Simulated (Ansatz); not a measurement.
Relaxation of CH₇B (9 atoms, charge 0, multiplicity 1), to a largest force component of 0.03 eV/Å in at most 50 steps.

Level of theory: Ansatz 0.2.0, RKS revPBE/def2-TZVP.

```xyz
9
Properties=species:S:1:pos:R:3
B 0.016 0.110 0.307
C 0.023 0.210 1.890
H -0.924 -0.055 2.383
H 0.860 -0.304 2.384
H 0.180 1.292 2.095
H 1.050 0.012 -0.304
H -1.004 0.266 -0.315
H -0.307 -2.257 0.266
H -0.245 -1.847 0.847
```

Question: Where does it end, and by what steps?

Answer: It converged. After 9 steps the energy has fallen by 0.161 eV; H9 moved furthest, 1.51 Å.

| step | energy less start (eV) | largest force component (eV/Å) | accepted |
| --- | --- | --- | --- |
| 0 | 0.0000 | 1.320 | yes |
| 1 | -0.0842 | 0.300 | yes |
| 2 | -0.0917 | 0.998 | yes |
| 3 | -0.1000 | 0.774 | yes |
| 4 | -0.1311 | 0.456 | yes |
| 5 | -0.1500 | 0.105 | yes |
| 6 | -0.1561 | 0.102 | yes |
| 7 | -0.1592 | 0.112 | yes |
| 8 | -0.1607 | 0.038 | yes |
| 9 | -0.1611 | 0.016 | yes |

```xyz
9
Properties=species:S:1:pos:R:3
B 0.067 0.480 0.428
C 0.071 0.548 1.987
H -0.878 0.275 2.472
H 0.912 0.036 2.478
H 0.215 1.631 2.204
H 1.095 0.348 -0.190
H -0.955 0.626 -0.196
H -0.432 -3.207 -0.186
H -0.444 -3.310 0.556
```

Whether the end is a true minimum wasn't checked by a vibrational analysis.

Time of the run: 10 s on 2 threads of Arm Neoverse V2, on a shared host, peak memory 0.14 GiB.
